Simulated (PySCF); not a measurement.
Compound: C2H2O.
SMILES with atom numbers: `[CH2:1]=[C:2]=[O:3]` (hydrogens: H4, H5 on C1)

Method: PBE0-D3(BJ)/def2-TZVP geometry optimisation, gas phase (PySCF 2.14.0); density fitting, grid level 2; the optimiser is geomeTRIC in internal coordinates, started from a GFN2-xTB structure with every atom displaced at random (about 0.01 Å).

At the end of the run (lengths in Å): C1=C2 1.307, C1–H4 1.080, C1–H5 1.080, C2=O3 1.156, C1–C2–O3 179.9°, H4–C1–H5 121.1°, C2–C1–H4 119.5°.

**Question.** These geometries were met on the way; a selection of coordinates is given. Order them by energy above the end point, lowest first.
A. C1=C2 1.307, C1–H4 1.079, C1–H5 1.081, C2=O3 1.156, C1–C2–O3 179.7°, H4–C1–H5 121.3°, C2–C1–H4 119.1°
B. C1=C2 1.309, C1–H4 1.080, C1–H5 1.080, C2=O3 1.156, C1–C2–O3 176.9°, H4–C1–H5 121.4°, C2–C1–H4 117.2°
C. C1=C2 1.310, C1–H4 1.085, C1–H5 1.071, C2=O3 1.157, C1–C2–O3 175.7°, H4–C1–H5 119.8°, C2–C1–H4 117.8°
D. C1=C2 1.265, C1–H4 1.042, C1–H5 1.093, C2=O3 1.150, C1–C2–O3 179.2°, H4–C1–H5 117.1°, C2–C1–H4 122.0°

**Answer.** A (0.001 eV), B (0.015 eV), C (0.037 eV), D (0.099 eV).

```tsv
step	E above end (eV)	rms distance from the end, all atoms (Å)	largest force (eV/Å)	rms shift of all bonds from the end (Å)
5	0.001	0.007	0.069	0.001
3	0.015	0.035	0.350	0.001
2	0.037	0.055	0.615	0.005
0	0.099	0.029	3.073	0.029
```

Rows stand in the order of the answer.
